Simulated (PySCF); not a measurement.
## A rate constant, worked out

An elementary step of BH$_{3}$SO, closed shell (BH₃SO ([OH][BH][SH]) → BHO ([BH][O]) + H₂S; B–S, O–H broken or loosened, S–H formed or tightened). The start structure is the reactant molecule, and the electronic barrier above it is 2.153 eV by CCSD(T) at an estimated basis limit (MP2 extrapolated from triple and quadruple zeta, plus CCSD(T) − MP2 in triple zeta). Program: PySCF 2.14 with density fitting (its default auxiliary sets; JK sets also for MP2 and CCSD(T)). Basis: def2-TZVPP and def2-QZVPP. Cores are frozen in the correlated methods. Extrapolation: Hartree–Fock as exp(−7.88 √X), correlation as X^−2.97. Harmonic wavenumbers (analytic Hessian with the translational sum rule) at PBE0-D4/def2-TZVP (PySCF 2.14 with density fitting (its default auxiliary sets; JK sets also for MP2 and CCSD(T))), in cm⁻¹:

Start: 359, 377, 586, 686, 828, 871, 1024, 1154, 1366, 2651, 2688, 3874.

Saddle: 1282i, 376, 389, 489, 530, 812, 932, 1133, 1530, 1642, 2710, 2712.

Problem. Work out the transition-state-theory rate constant at 600 K from these numbers alone (harmonic vibrations; rotation, path degeneracy and anharmonicity left out), and the Wigner tunnelling factor. Use 1 cm⁻¹ = 1.2398 × 10⁻⁴ eV and k_B = 8.617 × 10⁻⁵ eV/K.

Solution. Zero-point energies, half the sums: start 16464/2 cm⁻¹ = 1.0206 eV; saddle, real modes only, 13255/2 cm⁻¹ = 0.8217 eV.
Barrier with zero-point energy: 2.153 + 0.8217 − 1.0206 = 1.9541 eV.
k_BT = 0.05170 eV, so the barrier is 37.79 k_BT.
Vibrational partition functions from the zero-point level, ln q = −Σ ln(1 − exp(−hν/k_BT)): start 2.041, saddle 2.104.
k = (k_BT/h) exp(ln q‡ − ln q) exp(−E0/k_BT), with log₁₀(k_BT/h in s⁻¹) = 13.10: log₁₀ k = 13.10 + (0.063 − 37.79)/2.3026 = -3.28, so k ≈ 5 × 10^(-4) s⁻¹.
Wigner factor: 1 + (hν‡/k_BT)²/24 = 1 + (3.07)²/24 = 1.39. A change of 1 kcal/mol (0.043 eV) in the barrier would change k by a factor of 2.3 at this temperature.

The T1 diagnostic stays at or below 0.019.

Labels in which every atom is bracketed show which atoms are joined, not bond orders.

For scale, one of the runs: CCSD(T)/def2-TZVPP, 146 basis functions, launched by `OMP_NUM_THREADS=4 python run.py`. Hardware: 4 CPU threads of an Arm Neoverse N1, shared host. Wall time 100 s; peak host memory 0.88 GiB.
